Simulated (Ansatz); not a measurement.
Breaking a bond: OH, doublet.

Method: full CI/aug-cc-pVDZ, frozen core (Ansatz, a program for electronic structure).

Q: Relative to R = 0.98 Å, what are the energies at R = 1.10, 1.21, 2.15, 3.31 Å?

A: 24.9 kJ/mol at 1.10 Å, 72.6 kJ/mol at 1.21 Å, 387.1 kJ/mol at 2.15 Å, 417.5 kJ/mol at 3.31 Å.
